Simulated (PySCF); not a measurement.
Point-charge models of `S=C1CCCC1` against its computed dipole.

Coordinates (GFN2-xTB, Å) and charges (e) from the PBE0/pcSseg-1 density (PySCF):

```
atom       x       y       z  Mulliken      IAO  Hirshfeld  ESP-fitted
  S1   0.381   2.657   1.154   -0.0698  -0.1021    -0.1517     -0.2751
  C2   0.170   1.185   0.515   -0.3786  -0.0228    +0.0579     +0.0942
  C3  -1.152   0.521   0.292   -0.0994  -0.2838    -0.0740     +0.0017
  C4  -0.838  -0.686  -0.593   -0.2354  -0.2636    -0.0678     +0.0351
  C5   0.585  -1.072  -0.180   -0.2357  -0.2637    -0.0678     +0.0613
  C6   1.266   0.277   0.056   -0.0997  -0.2839    -0.0740     -0.0396
  H7  -1.539   0.196   1.263   +0.1563  +0.1663    +0.0546     +0.0470
  H8  -1.884   1.206  -0.135   +0.1508  +0.1665    +0.0510     +0.0126
  H9  -1.547  -1.500  -0.455   +0.1267  +0.1426    +0.0436     -0.0213
 H10  -0.853  -0.389  -1.643   +0.1254  +0.1346    +0.0397     +0.0154
 H11   0.561  -1.642   0.750   +0.1253  +0.1345    +0.0396     +0.0127
 H12   1.091  -1.669  -0.936   +0.1268  +0.1426    +0.0436     -0.0239
 H13   1.669   0.676  -0.880   +0.1564  +0.1664    +0.0545     +0.0574
 H14   2.089   0.240   0.770   +0.1511  +0.1665    +0.0510     +0.0226
```

Form Σ q r in debye for every column and set it beside the full dipole.

The full density gives (-0.40, -2.81, -1.22) D, 3.09 D in size; dipole vectors point from the negative to the positive end.

```tsv
scheme	μx	μy	μz	size (D)	share of the full size (%)	angle to the full dipole (°)
Mulliken	-0.41	-2.89	-1.25	3.17	103	0
IAO	-0.27	-1.92	-0.84	2.12	68	0
Hirshfeld	-0.26	-1.79	-0.77	1.96	63	0
ESP-fitted	-0.42	-2.91	-1.26	3.20	103	0
```

Which set comes closest?

Length of the difference vector: Mulliken 0.08 D, ESP-fitted 0.10 D, IAO 0.98 D, Hirshfeld 1.13 D. Closest: Mulliken. 

What is left for the Hirshfeld atoms' own dipoles?

The Hirshfeld atoms' densities add up to the full density, so μ = Σ q r + Σ (atomic dipoles). The atomic dipoles sum to (-0.40, -2.81, -1.22) − (-0.26, -1.79, -0.77) = (-0.14, -1.02, -0.45) D, 1.13 D in size.

With the origin at the mean of the coordinates, (0.000, 0.000, -0.002) Å, which are the largest single terms, by size, of the Mulliken dipole along the direction of the full one?

C2 +2.37, C5 -1.10, C4 -1.09, H12 +1.06, H9 +1.06 D; all 14 atoms together +3.17 D. The single terms depend on the origin, their sum doesn't.

Give the size of the full dipole in other units.

3.09 D = 1.217 au = 0.644 e·Å = 10.32 × 10⁻³⁰ C·m.

One conformer (not necessarily the lowest) at the GFN2-xTB geometry, without solvent, vibrations or thermal averaging.

The run behind these numbers computed NMR shieldings as well. Hardware: one thread of an Arm Neoverse V1, shared host. Cost: 18 s of wall time.
